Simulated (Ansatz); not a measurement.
Candidates: hcp Re, hcp Ti, hcp Co, α-phase B, white tin (β-Sn), hcp Tl. Level: r²SCAN+rVV10 in Ansatz (PAW).

Ansatz's runs of these crystals have no spin polarisation, but for hcp Co. Meta-GGA and hybrid levels favour moments, which can bear on hcp Ti, hcp Co.

Density-functional runs with spin start from parallel moments for hcp Co.

Spin–orbit coupling is left out, also for the solids with elements from indium on (hcp Re, white tin (β-Sn), hcp Tl); its size isn't shown.

Ansatz's density-functional and Hartree–Fock values are scalar-relativistic unless marked +SOC, with PAW data made under PBE.

Which of them have a computed equilibrium volume per atom between 13 and 22 Å³/atom?

hcp Re, hcp Ti. The values: hcp Re 14.60 Å³/atom; hcp Ti 17.19 Å³/atom; hcp Co 10.53 Å³/atom; α-phase B 7.21 Å³/atom; white tin (β-Sn) 27.13 Å³/atom; hcp Tl 29.11 Å³/atom.

Ansatz is an electronic-structure program.
